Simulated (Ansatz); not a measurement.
This geometry of C₂H (3 atoms, charge 1, multiplicity 1) is a first-order saddle point.

Computed with Ansatz, UKS BHLYP/def2-SVP.

```xyz
3
Properties=species:S:1:pos:R:3
C 0.522 -0.454 0.225
C -0.577 -0.301 -0.322
H 0.055 0.755 0.097
```

(1) Which two structures does it join? (They come from a converged band through this point; their orientation in space is the band's.)

(2) How far does it lie above each of them?

## Answers

(1) Bonds broken: C2–H3. Bonds formed: C1–H3.  The two ends are copies of one structure, up to a mirror image or an exchange of like atoms.

First end point:

```xyz
3
Properties=species:S:1:pos:R:3
C 0.410 -1.117 0.107
C -0.018 0.049 -0.005
H -0.392 1.068 -0.102
```

Last end point:

```xyz
3
Properties=species:S:1:pos:R:3
C -0.018 0.049 -0.005
C 0.410 -1.118 0.107
H -0.392 1.068 -0.102
```

(2) 1.47 eV above the first and 1.47 eV above the second. This is the barrier of this one path; another mechanism may lie lower. Limits of this set-up: the dipole of an ion depends on the origin.

Time of the run: 30 s on 1 thread of Intel(R) Xeon(R) 6975P-C (Granite Rapids), with other jobs on the host, peak memory 0.1 GiB.
